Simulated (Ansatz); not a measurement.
[B2H7]- (B2H7⁻), 9 atoms. Hardware: 4 threads of Arm Neoverse V1 on a shared host.

Correlated methods freeze 2 core orbitals.

Problem. How many basis functions does each of these Ansatz runs have, and roughly what does it cost? LC-ωPBE/def2-TZVPD, charge -1 singlet, energy, from earlier orbitals; MP2/def2-TZVPD, charge -1 singlet, energy, from earlier orbitals; LC-ωPBE (ω = 0.30 bohr⁻¹)/def2-TZVPD, charge 0 doublet at the geometry of the charge -1 singlet, energy, from earlier orbitals; PBE0-D4/def2-SVPD, charge -1 singlet, energy, from earlier orbitals; B3LYP-D4/6-31G, charge -1 singlet, energy; PBE-D4/def2-TZVPD, charge -1 singlet, energy and forces, from earlier orbitals; PBE0-D4/def2-TZVPD, charge -1 triplet at the geometry of the charge -1 singlet, energy; r2SCAN-D4/def2-TZVPD, charge 0 doublet at the geometry of the charge -1 singlet, energy, from earlier orbitals; RPA@PBE/def2-TZVPD, charge -1 singlet, energy, from earlier orbitals; PBE0-D4/def2-SVP, charge 0 doublet at the geometry of the charge -1 singlet, energy with a search over starts; B3LYP-D4/def2-TZVPD, charge -1 singlet, energy, from earlier orbitals; PBE0-D4/def2-SVP, charge -1 singlet, energy with a search over starts.

Solution. Other jobs shared the machine, so times can vary by a factor of up to 3. A dash marks memory too small to be measured apart from the calling script's.

```tsv
run	functions	fitting or Cholesky vectors	wall time	peak host memory (GiB)
B3LYP-D4/6-31G, charge -1 singlet, energy	32	476	0.25 s	–
PBE0-D4/def2-SVP, charge -1 singlet, energy with a search over starts	63	714	0.45 s	–
PBE0-D4/def2-SVPD, charge -1 singlet, energy, from earlier orbitals	96	766	0.5 s	–
MP2/def2-TZVPD, charge -1 singlet, energy, from earlier orbitals	137	990	0.55 s	–
PBE-D4/def2-TZVPD, charge -1 singlet, energy and forces, from earlier orbitals	137	687	0.85 s	–
LC-ωPBE/def2-TZVPD, charge -1 singlet, energy, from earlier orbitals	137	687	0.85 s	–
B3LYP-D4/def2-TZVPD, charge -1 singlet, energy, from earlier orbitals	137	687	0.9 s	–
RPA@PBE/def2-TZVPD, charge -1 singlet, energy, from earlier orbitals	137	990	1.4 s	–
PBE0-D4/def2-SVP, charge 0 doublet at the geometry of the charge -1 singlet, energy with a search over starts	63	714	2.4 s	–
LC-ωPBE (ω = 0.30 bohr⁻¹)/def2-TZVPD, charge 0 doublet at the geometry of the charge -1 singlet, energy, from earlier orbitals	137	687	4.7 s	–
r2SCAN-D4/def2-TZVPD, charge 0 doublet at the geometry of the charge -1 singlet, energy, from earlier orbitals	137	687	5.5 s	–
PBE0-D4/def2-TZVPD, charge -1 triplet at the geometry of the charge -1 singlet, energy	137	1000	8 s	–
```
